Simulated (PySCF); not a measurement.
## C$_{5}$H$_{6}$O: calculation and literature

Geometry:
```tsv
atom	x (Å)	y (Å)	z (Å)
C1	-2.391	0.488	0.189
C2	-1.253	0.099	0.751
C3	0.021	0.107	-0.006
O4	0.089	0.464	-1.165
C5	1.205	-0.354	0.756
C6	2.408	-0.399	0.199
H7	-3.330	0.491	0.718
H8	-2.400	0.818	-0.837
H9	-1.214	-0.237	1.777
H10	1.044	-0.650	1.783
H11	3.285	-0.730	0.730
H12	2.537	-0.097	-0.828
```

Relativity neglected, one averaged value for each set of equivalent atoms, in vacuum, single conformer. B3LYP/pcJ-1 coupling constants (without the spin–dipole term); coordinates at the GFN2-xTB level; σ from GIAO-PBE0/pcSseg-1; PySCF 2.14.0 with density-fitted response routines.

Reference values: measured (solution, not stated per compound (mostly CDCl3 or CCl4); Pretsch, Buehlmann, Badertscher, Structure Determination of Organic Compounds, 4th ed. (2009)).
```tsv
atoms	quantity	reference	computed	computed, scaled
H9/H10	δ 1H	6.67	6.67	6.38
```

Computed shifts are σ(ref) − σ with the named reference compound (TMS for H and C) calculated as an isolated molecule at the same level. The measured values may be among those fitted. Shieldings were converted by linear fits to measured shifts (mostly CDCl3, TMS scale, for H and C): 1H: δ = 30.01 − 0.943σ (rms 0.17 ppm, 504 shifts, 0.18 ppm with the 4 outliers that the fit left out). A few per cent of atoms miss by over 2 rms, more outside the fitted compound classes.

Coupling constants in Hz:
```tsv
coupling	reference	computed	source
3J(H9,H7) cis	11.0	11.2	measured; solution (compiled); Pretsch, Buehlmann, Badertscher, Structure Determination of Organic Compounds, 4th ed., Springer 2009
3J(H9,H8) trans	17.9	17.9	measured; solution (compiled); Pretsch, Buehlmann, Badertscher, Structure Determination of Organic Compounds, 4th ed., Springer 2009
2J(H7,H8)	1.4	0.7	measured; solution (compiled); Pretsch, Buehlmann, Badertscher, Structure Determination of Organic Compounds, 4th ed., Springer 2009
```

4 of the 6 published NMR values on file for this molecule are compared.

Unscaled 3J(H,H) at this level run about 10 % above measured values.
